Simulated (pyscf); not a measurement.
**Routes from H₃Si–Cl (SMILES [SiH3]Cl) + H₂ (SMILES [H][H])**

Candidate steps break at most two bonds and form at most two. Each was searched with GFN2-xTB (tblite) first. Optimised with ωB97X-D3(BJ)/def2-SVP in PySCF. Energies: ωB97M-D3(BJ)/def2-TZVP, kcal/mol, from the separated reactants, singlet surface; ΔG‡ with ideal gas, 1 atm, RRHO with modes under 100 cm⁻¹ raised to 100, one conformer, R ln 2 for chiral ones without a mode under 150 cm⁻¹.

```json
[
 {"products": "SiH₄ + HCl", "type": "four-centre exchange", "ΔE‡": "54.5", "ΔE": "+17.0", "ΔG‡ 298 K": "62.2", "ΔG‡ 900 K": "77.3", "ν‡ (cm⁻¹)": "1041i"},
 {"products": "H₃Si–Cl + H₂", "type": "four-centre exchange", "ΔE‡": "59.4", "ΔE": "0.0", "ΔG‡ 298 K": "68.7", "ΔG‡ 900 K": "87.0", "ν‡ (cm⁻¹)": "1506i"}
]
```

Plain bond fissions and candidates not yet searched are not listed, and one of them may be faster. Each barrier is that of the saddle found; lower ones may exist.
